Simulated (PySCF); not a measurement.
nitrogen dioxide (NO₂), SMILES N(=O)[O], multiplicity 2. Geometry optimised at ωB97X-D3(BJ)/def2-TZVP.

The numbers are results of ωB97X-D3(BJ)/def2-TZVP run with PySCF, not measurements.

Harmonic wavenumbers (cm⁻¹): 779, 1448, 1764. Rotational constants (GHz): 246.4, 13.22, 12.55; symmetry number 2.

Question: Work out the zero-point energy and the ideal-gas rigid-rotor harmonic-oscillator thermochemistry at 298.15 K and 1 atm.

Answer: ZPE = ½ Σ hcν = ½ × 3991 cm⁻¹ = 5.71 kcal/mol. H − E(el) = 8.13 kcal/mol. Entropy in cal/(mol K): translation 37.40, rotation 18.23, vibration 0.24, spin 1.38, total 57.25. G − E(el) = -8.94 kcal/mol. Cp = 8.75 cal/(mol K).
